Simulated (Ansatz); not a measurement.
Run this with the Ansatz DFT code, driven from Python and show what comes out.

The script reads `bp.xyz`:
```text
2

B     0.00000    0.00000    0.00000
P     0.00000    0.00000    1.98000
```

`bp_methods.py`
```python
import ansatz as az


def main() -> None:
    system = az.Crystal.molecule_from_extxyz('bp.xyz')

    calculation = (
        system.calculation()
        .basis(gaussian='def2-SVP')
        .charge(1)
        .spin('collinear', total=3)
    )

    methods = ['mp2', 'ccsd', 'ccsd_t', 'bccd_t']
    batch = az.Session.batch([calculation.correlation(m).input() for m in methods])
    reports = sorted(batch.plan().execute().molecular_reports, key=lambda each: each['member'])
    print(f'Hartree-Fock reference {reports[0]["reference_energy_ev"] / 27.211386246:.6f} Ha')
    best = reports[-1]['free_energy_ev'] - reports[-1]['reference_energy_ev']
    for method, each in zip(methods, reports):
        gained = each['free_energy_ev'] - each['reference_energy_ev']
        print(f'{method:8s} total {each["free_energy_ev"] / 27.211386246:.6f} Ha  correlation {gained:9.4f} eV  ({100 * gained / best:.1f} % of the last)')


if __name__ == '__main__':
    main()
```

Output of `python bp_methods.py`:
```text
Hartree-Fock reference -364.864082 Ha
mp2      total -364.970008 Ha  correlation   -2.8824 eV  (72.8 % of the last)
ccsd     total -365.003158 Ha  correlation   -3.7845 eV  (95.6 % of the last)
ccsd_t   total -365.009748 Ha  correlation   -3.9638 eV  (100.1 % of the last)
bccd_t   total -365.009590 Ha  correlation   -3.9595 eV  (100.0 % of the last)
```

Total energies depend on the basis set; only differences at equal settings carry meaning. The geometry is a force-field or estimated start, not a minimum of this method, and the basis set is short of its limit. A lower total doesn't mark the better method: functionals have no common bound, and MP2 and coupled cluster aren't variational. The run takes the species as open-shell (spin multiplicity 4), which needn't be its ground state. Inner cores stay frozen, so this is valence correlation. The spin state was assumed, and another may lie lower. The whole script took 1.8 s on 1 thread of Arm Neoverse V2 (shared host).
